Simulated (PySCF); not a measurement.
Numbering as in the mapped SMILES `[F:1][CH:2]([F:3])[CH:4]([Cl:5])[Cl:6]`. Each H is labelled by its parent atom.

PySCF calculation with PBE0-D3(BJ)/def2-TZVP structure and σ from GIAO-PBE0/pcSseg-2; a single conformation, gas phase, non-relativistic, equivalent nuclei averaged.

References, each an isolated molecule treated in the same way: TMS for ¹³C (σ = 186.03 ppm) and ¹H (σ = 31.52 ppm); ¹⁹F (σ = 174.31 ppm) vs CFCl3; HCl for ³⁵Cl (σ = 945.66 ppm).

| atoms | nucleus | count | δ (ppm) |
| --- | --- | --- | --- |
| F1/F3 | ¹⁹F | 2 | -140.6 |
| C2 | ¹³C | 1 | 121.3 |
| H(C4) | ¹H | 1 | 5.78 |
| C4 | ¹³C | 1 | ? |
| H(C2) | ¹H | 1 | ? |
| Cl5/Cl6 | ³⁵Cl | 2 | 208 |

Q: Estimate the values marked ?.

A: 
- C4: 82.5 ppm, sp3 CH bonded to 2 Cl; 2 electronegative neighbours deshield it
- H(C2): 5.93 ppm, hydrogen on an sp3 CH bonded to 2 F; its carbon carries F, which withdraws density

Carbons that carry Cl, above all several Cl atoms, come out too deshielded, partly because spin–orbit coupling is missing. Shifts are as computed. Against solution values, carbons near 30 ppm lie about +3 ppm off and those near 130 ppm about +9 ppm; carbons on Cl a further +4 ppm. Of 1211 compounds with measured shifts, 218 miss one by over three times the rms of a fit or turn the order of signals round; such compounds aren't used in these exercises. Unscaled 19F shifts against computed CFCl3 carry errors that often reach 10 to 50 ppm.
